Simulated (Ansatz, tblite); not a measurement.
Removing and adding an electron: MgMe(OH) (CH4MgO). Charge 0, multiplicity 1. Geometry: PBE0-D4/def2-TZVP. Ansatz, gas phase; energy differences of separate SCF runs; the oxidised species was run as a doublet alone; the reduced species was run as a doublet alone.

```xyz
7

Mg   -0.6854    0.1659   -0.1346
C     1.2957   -0.3104    0.2476
H     1.3799   -1.1349    0.9620
H     1.8405    0.5405    0.6675
H     1.8200   -0.6147   -0.6633
O    -2.3705    0.5722   -0.4614
H    -3.2802    0.7815   -0.6178
```

The xTB rows come from tblite. Correlated methods freeze 3 core orbitals; core or outer-core shells of Mg are correlated, in sets that lack core-valence functions. HOMO above LUMO, or a gap near zero within one spin, warns that the state may not be the lowest or that an electron is smeared out.

| level | −HOMO (eV) | vertical IE (eV) | −LUMO (eV) | vertical EA (eV) | HOMO–LUMO gap (eV) | IE − EA (eV) | remarks |
| --- | --- | --- | --- | --- | --- | --- | --- |
| GFN1-xTB | 11.80 | 15.40 | 7.49 | 3.82 | 4.31 | 11.58 | – |
| HF/def2-TZVPP | – | 8.36 | – | – | – | – | – |
| PBE-D4/def2-TZVPD | 6.12 | – | 1.47 | -0.20 | 4.65 | – | HOMO above zero (-1 doublet) |
| r2SCAN-D4/def2-TZVP | 6.22 | 9.26 | 0.90 | – | 5.32 | – | gap within one spin near zero (+1 doublet) |
| r2SCAN-D4/def2-TZVPD | 6.24 | – | 0.97 | -0.32 | 5.27 | – | HOMO above zero (-1 doublet) |
| PBE0-D4/def2-TZVPD | 7.27 | – | 0.79 | -0.31 | 6.48 | – | HOMO above zero (-1 doublet) |
| MP2/def2-TZVPP | – | 9.66 | – | – | – | – | – |
| CCSD(T)/def2-TZVPP | – | 9.64 | – | – | – | – | – |

Q: Estimate the rows for GFN2-xTB, HF/def2-TZVPD, PBE-D4/def2-TZVP, PBE0-D4/def2-TZVP, MP2/def2-TZVPD, CCSD/def2-TZVPD, CCSD/def2-TZVPP, CCSD(T)/def2-TZVPD.

A: 
| level | −HOMO (eV) | vertical IE (eV) | −LUMO (eV) | vertical EA (eV) | HOMO–LUMO gap (eV) | IE − EA (eV) | remarks |
| --- | --- | --- | --- | --- | --- | --- | --- |
| GFN2-xTB | 10.49 | 14.16 | 7.71 | 4.24 | 2.78 | 9.91 | – |
| HF/def2-TZVPD | – | – | – | -0.87 | – | – | HOMO above zero (-1 doublet) |
| PBE-D4/def2-TZVP | 6.08 | 9.25 | 1.39 | – | 4.69 | – | gap within one spin near zero (+1 doublet) |
| PBE0-D4/def2-TZVP | 7.25 | 9.54 | 0.69 | – | 6.55 | – | – |
| MP2/def2-TZVPD | – | – | – | -0.51 | – | – | HOMO above zero (-1 doublet) |
| CCSD/def2-TZVPD | – | – | – | -0.50 | – | – | HOMO above zero (-1 doublet) |
| CCSD/def2-TZVPP | – | 9.55 | – | – | – | – | – |
| CCSD(T)/def2-TZVPD | – | – | – | -0.43 | – | – | HOMO above zero (-1 doublet) |

   A HOMO above zero means that the electron is unbound at that level or that self-interaction error raises the level; the energy of removing that electron tells which. Raw xTB energy differences between charge states are shifted by several eV; the methods need an empirical correction for them. A negative affinity means that the extra electron isn't bound; its size then hangs on the basis.
